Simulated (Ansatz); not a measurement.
The input, for Ansatz 0.2.0:

```yaml
crystal:
  periodic: [false, false, false]
  atoms:
    - {symbol: Si, position_ang: [0.000000, 0.000000, 0.000000]}
    - {symbol: F, position_ang: [0.000000, 0.000000, 3.420000]}
basis:
  gaussian: {orbitals: 6-31G}
total_charge: 1
magnetization: {spin_polarized: false}
correlation: {method: ccsdt_q, electrons: outside_noble_gas}
```

```sh
$ ansatz run in.yaml --threads 1 --pin off --events-out ev --progress --plain --max-ram 2393MiB
```

Output:

```
368 factors; integrals over basis functions are off by at most 3.4e-8 eV
mean field evaluation 1: about -10539.2238 eV, gradient 7.7e1 eV
mean field evaluation 2: about -10539.2355 eV, gradient 7.6e1 eV
mean field evaluation 4: about -10540.3513 eV, gradient 7.1e1 eV
mean field evaluation 8: about -10550.4551 eV, gradient 9.7e0 eV
mean field evaluation 16: about -10550.7058 eV, gradient 2.9e-2 eV
mean field evaluation 32: about -10550.6968 eV, gradient 9.5e-1 eV
mean field evaluation 64: about -10541.5415 eV, gradient 3.1e-5 eV
mean field evaluation 96: about -10550.7102 eV, gradient 9.0e-1 eV
mean field evaluation 128: about -10550.1456 eV, gradient 5.2e0 eV
mean field evaluation 160: about -10550.4303 eV, gradient 5.2e0 eV
...
mean field -10550.70577684 eV, -387.7312857736 hartree, gradient 5.5e-6 eV, S^2 0.000000; 12 other end points of the search recorded, 0 dependent functions left out; unrestricted orbitals would lower it
...
determinant -10550.70577684 eV, -387.7312857736 hartree, with singles and doubles -10557.57068639 eV, -387.9835665464 hartree
determinant -10549.84415232 eV, -387.6996216567 hartree, with singles and doubles -10556.75597464 eV, -387.9536264420 hartree
determinant -10548.51352139 eV, -387.6507218719 hartree, with singles and doubles -10555.73947324 eV, -387.9162707045 hartree
determinant -10541.54151504 eV, -387.3945053643 hartree, with no singles and doubles
determinant -10550.70577684 eV, -387.7312857736 hartree, with singles and doubles -10558.39042393 eV, -388.0136913455 hartree
determinant -10549.84415232 eV, -387.6996216567 hartree, with singles and doubles -10558.35180339 eV, -388.0122720667 hartree
...
unrestricted determinant -10555.60404002 eV, -387.9112936253 hartree, S^2 1.0009
6 core orbitals not correlated: weight in the atoms' cores, before any rotation towards them, 1.000 or more for the frozen orbitals, at most 0.000 for the correlated occupied ones
reference -10550.70577684 eV, -387.7312857736 hartree; 5, 5 occupied and 11, 11 virtual orbitals, 368 factors
second order -6.86997804 eV of doubles, -0.00000000 eV of singles
...
cycle  27  -8.00674424 eV  change   -2.4e-5 eV  update   6.2e-5
cycle  28  -8.00676958 eV  change   -2.5e-5 eV  update   8.6e-5
cycle  29  -8.00677607 eV  change   -6.5e-6 eV  update   1.1e-5
cycle  30  -8.00677096 eV  change    5.1e-6 eV  update   3.6e-5
cycle  31  -8.00676407 eV  change    6.9e-6 eV  update   1.3e-5
cycle  32  -8.00676270 eV  change    1.4e-6 eV  update   8.7e-6
cycle  33  -8.00676267 eV  change    3.6e-8 eV  update   5.8e-6
cycle  34  -8.00676285 eV  change   -1.8e-7 eV  update   2.1e-6
cycle  35  -8.00676334 eV  change   -4.9e-7 eV  update   2.2e-7
cycle  36  -8.00676335 eV  change   -1.0e-8 eV  update   1.3e-7
perturbative correction -0.10860840 eV, -0.0039912851 hartree
WARN: these amplitudes may be one of several solutions (largest doubles amplitude 0.82, level shift 9.83 eV)
Total energy: -10558.82114859 eV, -388.0295201845 hartree
```

The T1 diagnostic is 0.089.

For the same geometry and basis full CI lies 16.8 meV lower. By full CI's occupations no single determinant describes the state well. The program flagged this run's energy as in doubt. The RCCSDTQ run on the same determinant didn't converge, so the R series isn't shown to close on full CI's state, and part of each miss may be a gap between states. Even RCCSDT lies 0.13 eV above full CI, so the series on this determinant hasn't closed, and part of each miss may be a gap between states. RHF is unstable: UHF (⟨S²⟩ = 1.00) lies 4.90 eV below the lowest RHF solution. Higher spins weren't run at this geometry and may lie near or lower.

Ran on 1 thread of Arm Neoverse V2, shared host: 2.3 s wall, 0.13 GiB peak host memory.
